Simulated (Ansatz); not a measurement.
## C2F2: a line through the functionals

C2F2 has 4 atoms, charge 0, and is taken as a singlet. SMILES: `FC#CF`. Geometry: relaxed at PBE0-D4/def2-TZVP.

The vertical ionisation energy (to the doublet cation) y, in eV, basis cc-pVTZ; a is the functional's share of exact exchange. Programs: Ansatz 0.2.0.

| functional | program | a | y (eV) |
| --- | --- | --- | --- |
| PBE | Ansatz | 0 | 10.87 |
| revPBE | Ansatz | 0 | 10.76 |
| B3LYP | Ansatz | 0.2 | ? |
| PBE0 | Ansatz | 0.25 | 11.07 |
| BHLYP | Ansatz | 0.5 | 11.13 |

Question: Fit y = c + s·a to the known rows and predict B3LYP.

Answer: 
1. Means of the 4 rows: a = 0.1875, y = 10.957.
2. Σ(Δa)² = 0.17188, Σ(Δa·Δy) = 0.11438, so the slope is 0.11438/0.17188 = 0.66546.
3. Intercept: 10.957 − (0.66546) × 0.1875 = 10.832. The largest residual of the fit is 0.072.
4. B3LYP: 10.832 + (0.66546) × 0.2 = 10.97 eV.

The run gave 11.12 eV, so the prediction is off by -0.15 eV, more than the largest residual. The rows mix families of semi-local functionals, which the line can't see.
